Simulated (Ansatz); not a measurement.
One starting cell of Ni (a generated cell, Ni placed in the AFLOW prototype A_mP4_4_2a (as in Te)) was relaxed twice with Ansatz (plane waves, PAW, scalar-relativistic): with r2SCAN at 500 eV and with PBE at 420 eV. The r2SCAN result:

```cif
data_Ni
_chemical_formula_sum 'Ni1'
_space_group_name_H-M_alt 'P 1'
_space_group_IT_number 1
_cell_length_a 2.45941
_cell_length_b 2.45941
_cell_length_c 2.45941
_cell_angle_alpha 60.000
_cell_angle_beta 60.000
_cell_angle_gamma 60.000
loop_
_space_group_symop_operation_xyz
  'x, y, z'
loop_
_atom_site_label
_atom_site_type_symbol
_atom_site_fract_x
_atom_site_fract_y
_atom_site_fract_z
_atom_site_occupancy
Ni1 Ni 0.00000 0.00000 0.00000 1
```

| quantity | r2SCAN | PBE |
|---|---|---|
| space group | Fm-3m | Fm-3m |
| volume (Å³/atom) | 10.52 | ? |
| a (Å) | 3.478 | ? |
| gap (eV, no spin-orbit coupling) | 0.00 | ? |
| spin order | ferromagnetic | ? |
| net moment (μB/atom) | 0.74 | ? |

### Question
Fill in the PBE column.

### Answer

- volume (Å³/atom), PBE: 10.89
- a (Å), PBE: 3.518
- gap (eV, no spin-orbit coupling), PBE: 0.00
- spin order, PBE: ferromagnetic
- net moment (μB/atom), PBE: 0.63

Both levels end in the same structure; PBE's volume is 3.5 % larger. Neither column is exact.

Spin states reached: ferromagnetic; spin orders were not searched systematically. r2SCAN tends to overstate moments in metals.

Measured for Ni: a 3.508 Å (static lattice; corrected from measurement; as listed in Daniel Mejia-Rodriguez, S. B. Trickey, Phys. Rev. B (2018)). Computed minus measured — a: r2SCAN -0.9 %, PBE +0.3 %. The computed values are for a static lattice.

The run could not lose the symmetry of its start; a randomly shaken copy of 2 atoms returns to this structure.

Ansatz is a program for electronic structure.
